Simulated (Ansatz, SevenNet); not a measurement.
## Equilibrium lattice constant a of GaS (P6₃/mmc, No. 194) at several levels of theory

No measured value is used here.

| level (code) | value (Å) |
|---|---|
| SevenNet-l3i5 (SevenNet) | 3.632 |
| LDA (Ansatz) | 3.536 |
| PBE (Ansatz) | 3.630 |
| PBE-D3(BJ) (Ansatz) | 3.590 |
| PBE-D4 (Ansatz) | [?] |

Question: Some entries are withheld; supply them.

Answer: 
- PBE-D4 (Ansatz, a first-principles code), value (Å): 3.582

Ansatz's density-functional and Hartree–Fock values are scalar-relativistic unless marked +SOC, with PAW data made under PBE.

Machine-learned potentials (SevenNet-l3i5) are trained on DFT data, which may include these solids.
